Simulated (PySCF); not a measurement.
Input of an EPR job (settings, then geometry in Å):

```
{"job": {"kind": "epr"}, "charge": 0, "multiplicity": 2}
C      2.182498     0.075711    -0.147056
C      0.953321    -0.421759     0.520475
C     -0.341671    -0.190273    -0.265502
C     -1.532917    -0.888853     0.373339
C     -0.597124     1.297194    -0.416581
F     -1.727972     1.523377    -1.163799
H      2.303628    -0.034697    -1.229052
H      3.054555     0.388614     0.431368
H      0.856171     0.023335     1.527866
H      1.040767    -1.514226     0.703856
H     -0.200349    -0.596810    -1.284239
H     -2.454129    -0.673167    -0.185828
H     -1.390083    -1.979944     0.395778
H     -1.678919    -0.546459     1.411540
H     -0.738172     1.763595     0.576330
H      0.255198     1.792262    -0.912256
```

Theory: UKS B3LYP, IGLO-III on C F, pcH-1 on H, non-relativistic, mean-field spin-orbit, GIAO (PySCF 2.14.0). Isolated species at its PBE0-D3(BJ)/def2-SVP geometry (one conformer only).

Output of the driver script. The program numbers atoms from 0.

```
UKS, coarse grid
  cycle   1  E = -296.39060846  |g| = 4.13e-01
  cycle   2  E = -296.34117824  |g| = 5.87e-01
  cycle   3  E = -296.45690187  |g| = 6.19e-02
  cycle   4  E = -296.45782839  |g| = 3.39e-02
  cycle   5  E = -296.45833201  |g| = 5.42e-03
  cycle   6  E = -296.45834732  |g| = 2.58e-03
  cycle   7  E = -296.45835011  |g| = 9.19e-04
UKS, final grid
  cycle   1  E = -296.45825461  |g| = 9.90e-04
  cycle   2  E = -296.45825435  |g| = 1.27e-03
  cycle   3  E = -296.45825509  |g| = 1.06e-04
  cycle   4  E = -296.45825510  |g| = 7.50e-05
  cycle   5  E = -296.45825510  |g| = 2.21e-05
E = -296.45825510 Eh   <S^2> = 0.7541 (exact 0.7500)
g shifts (ppm)      1          2          3
  rmc          -136       -136       -136
  gc             10         39         27
  oz_so          30        546        924
  total         -95        449        815
hyperfine (MHz)  atom isotope    a_iso     a_fc   dipolar eigenvalues
    0   13C      92.47      92.47    -78.93    -78.11    157.05
    1   13C     -31.71     -31.71     -2.50      0.25      2.24
    2   13C      17.35      17.35     -2.62     -1.93      4.55
    3   13C      -1.76      -1.76     -0.44     -0.13      0.57
    4   13C       0.72       0.72     -1.90     -0.29      2.19
    5   19F       1.28       1.28     -5.07     -3.78      8.85
    6    1H     -60.98     -60.98    -37.98     -0.35     38.32
    7    1H     -63.20     -63.20    -38.17     -0.19     38.36
    8    1H      31.54      31.54     -4.86     -4.14      9.01
    9    1H     163.61     163.61     -5.69     -2.76      8.45
   10    1H      -2.34      -2.34     -3.01     -2.71      5.72
   11    1H       0.05       0.05     -0.92     -0.64      1.56
   12    1H       0.02       0.02     -1.44     -0.94      2.38
   13    1H       0.31       0.31     -1.19     -0.94      2.14
   14    1H       0.67       0.67     -1.94     -1.65      3.59
   15    1H       3.27       3.27     -5.91     -3.01      8.92
```

|g| in the SCF lines is the orbital gradient. In the g block, columns 1 to 3 are the principal axes in rising order; rmc is the relativistic mass correction, gc the gauge correction and oz_so the orbital-Zeeman/spin–orbit term. a_fc is the Fermi-contact part of a_iso, here all of it, since this run has no spin–orbit term in the hyperfine coupling.

(1) What does the output say about convergence, stability and spin contamination?

(2) What are the principal g values and g_iso?

(3) Which couplings shape the isotropic spectrum at natural abundance (0.05 mT or more)? Keep the log's numbering.

(4) What are the principal values of the full tensor of atom 7 (1H)?

## Answers

(1) The SCF converged after 12 cycles in all, 7 of them on the coarse grid; no stability test was run. The unrestricted determinant has ⟨S²⟩ = 0.7541 (exact 0.7500), so spin contamination is small.

(2) Adding the total shifts to 2.002319 gives 2.00222, 2.00277, 2.00313; their mean shift is 390 ppm, so g_iso = 2.00271.

(3) atom 9 (1H, I = 1/2): 163.6 MHz = 5.84 mT in magnitude, a 1:1 doublet; atoms 6, 7 (1H, I = 1/2): mean -62.1 MHz = 2.22 mT in magnitude, a 1:2:1 triplet; atom 8 (1H, I = 1/2): 31.5 MHz = 1.13 mT in magnitude, a 1:1 doublet; atom 15 (1H, I = 1/2): 3.3 MHz = 0.12 mT in magnitude, a 1:1 doublet; atom 10 (1H, I = 1/2): -2.3 MHz = 0.08 mT in magnitude, a 1:1 doublet. Together 48 lines to first order. Nuclei that the bonding pattern makes equivalent are averaged, as if the motion that swaps them (rotation, inversion, ring flip) were fast.

(4) a_iso plus each dipolar eigenvalue: -101.37, -63.39, -24.84 MHz.

The species is `[CH2]C[C@@H](C)CF` [radical]. The run used 310 basis functions and 5 iterations of the response equations. 

The run took 57 s on one thread of an x86-64 server, no GPU, shared host.

Shape of the structure used: `[CH2:1][CH2:2][C@@H:3]([CH3:4])[CH2:5][F:6]`: C1–C2–C3–C4 172°, C2–C3–C5–F6 178°.
Labels such as C1 count atoms from 1, the log's own numbers from 0.
